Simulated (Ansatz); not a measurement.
**CH4OSi: how energies converge with the basis set**

One table from this session's results is given with a row withheld; the runs are named, their logs left out.

Program: Ansatz 0.2.0, Gaussian basis. Level of theory: one geometry, several basis sets. These are calculated values, not measurements.

Levels to be run: PBE0-D4/def2-SVP; ωB97M-V/def2-SVP; PBE0-D4/def2-QZVPP; ωB97M-V/def2-QZVPP; the functionals' def2-TZVPP values are taken from earlier runs.

### The relaxed structure

The geometry comes from an earlier relaxation with PBE0-D4 in a triple-zeta def2 set; it is a stationary point, not always the lowest conformer.

SMILES `O=C[SiH3]`, 7 atoms, charge 0, spin multiplicity 1.

Atoms are counted from 1 here; the program's logs count them from 0.

Bond lengths: O1–C2 1.204 Å, C2–Si3 1.931 Å, C2–H4 1.116 Å, Si3–H5 1.484 Å, Si3–H6 1.484 Å, Si3–H7 1.486 Å. Angles: O1–C2–Si3 120.5°, O1–C2–H4 119.5°, Si3–C2–H4 120.0°, C2–Si3–H5 107.9°, C2–Si3–H6 107.9°, C2–Si3–H7 110.3°, H5–Si3–H6 110.2°, H5–Si3–H7 110.3°, H6–Si3–H7 110.2°.

The first run:

in.yaml

```yaml
crystal:
  periodic: [false, false, false]
  atoms:
    - {symbol: O, position_ang: [-1.778980, -0.923995, -0.293403]}
    - {symbol: C, position_ang: [-0.613426, -0.965497, 0.006322]}
    - {symbol: Si, position_ang: [0.461347, 0.639247, -0.007798]}
    - {symbol: H, position_ang: [-0.154996, -1.941551, 0.294015]}
    - {symbol: H, position_ang: [0.433645, 1.194068, -1.383564]}
    - {symbol: H, position_ang: [-0.144525, 1.601628, 0.945178]}
    - {symbol: H, position_ang: [1.858135, 0.328100, 0.393651]}
basis:
  gaussian: {orbitals: def2-SVP}
hamiltonian: {xc: pbe0, dispersion: d4}
output: {orbitals: {seedname: orbitals}}
```

On the command line:

```console
$ ansatz run in.yaml --threads 2 --pin off --events-out ev --progress --plain --max-ram 4352MiB
```

Among the steps run: PBE0-D4 in def2-SVP; ωB97M-V in def2-SVP; PBE0-D4 in def2-QZVPP; ωB97M-V in def2-QZVPP.

One table of the session follows, with a row left open; its other results are not shown here.

| functional | basis | HOMO (eV) |
| --- | --- | --- |
| PBE0-D4 | def2-SVP | -7.05 |
| PBE0-D4 | def2-TZVPP | -7.18 |
| PBE0-D4 | def2-QZVPP | -7.21 |
| ωB97M-V | def2-SVP | -9.32 |
| ωB97M-V | def2-TZVPP | -9.47 |
| ωB97M-V | def2-QZVPP | ? |

Q: Estimate the row for ωB97M-V, def2-QZVPP from the others.

The run gave: HOMO (eV): -9.51. In the column «HOMO (eV)» it is the lowest.
